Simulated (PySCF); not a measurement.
SH from Hartree–Fock to correlated methods

State: ²Π (doublet), unpaired electrons π ↑. Set-up: H x2c-TZVPPall, S x2c-TZVPPall; spin-free X2C with a Gaussian nucleus (PySCF 2.14). De refers to H + S in their high-spin ground configurations, without counterpoise correction. The functionals are run spin-unrestricted. A positive dipole means H(−)S(+).

```tsv
Level	Re (Å)	ωe (cm⁻¹)	De (eV)	μ (D)
UHF	1.330	2835	2.63	-0.89
UHF-MP2	1.335	2773	3.58	n/a
UHF-SCS-MP2	1.336	2757	3.66	n/a
UHF-CCSD	1.339	2719	3.63	n/a
UHF-CCSD(T)	1.341	2700	3.67	n/a
LDA	1.358	2603	4.31	-0.87
PBE	1.357	2607	3.80	-0.82
TPSS	1.350	2637	3.86	-0.82
r²SCAN	1.345	2684	3.83	-0.86
B3LYP	1.346	2660	3.81	-0.82
PBE0	1.345	2702	3.75	-0.85
r²SCAN0	1.338	2744	3.77	-0.87
CAM-B3LYP	1.342	2707	3.80	-0.85
```

The bond length runs from 1.330 Å (UHF) to 1.358 Å (LDA). De spans 2.63 eV (UHF, mean field) to 4.31 eV (LDA, local density). Correlation at CCSD(T) changes the Hartree–Fock bond energy by +1.04 eV; the triples alone change it by +0.04 eV.

Correlated steps freeze 5 core orbitals. The state was picked by a PBE0 search and need not be the measured ground state.

The whole job (state search and all levels along the bond) took about 2.4 min on 1 thread of Arm Neoverse V1 (shared host), peak memory 0.82 GiB.
